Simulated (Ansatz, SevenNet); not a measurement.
For 1T (CdI2-type) TaS₂ (undistorted form, which takes a superstructure on cooling), the machine-learned potential SevenNet-0 (trained on PBE and PBE+U data) gives:

equilibrium lattice constant a: 3.374 Å
lattice parameter c: 6.666 Å

Q: What does PBE0 in Ansatz (plane waves, PAW) give for the same quantities?

A: 
- lattice constant a: 3.355 Å (falls by 0.6 %)
- lattice parameter c: 6.537 Å (decreases by 1.9 %)

Changes are worked out from the printed values.

Unless a cell is named, each level is at its own relaxed cell (SevenNet-0 21.91, PBE0 21.24 Å³/atom).

Levels without +SOC leave out spin–orbit coupling, which shifts energies and cells of such heavy elements.

Caveats: the cell comes from a level without a dispersion term, which matters for the spacing of layers, chains or molecules (PBE0). Ansatz's density-functional and Hartree–Fock values are scalar-relativistic unless marked +SOC, with PAW data made under PBE.

Ansatz is a first-principles code.
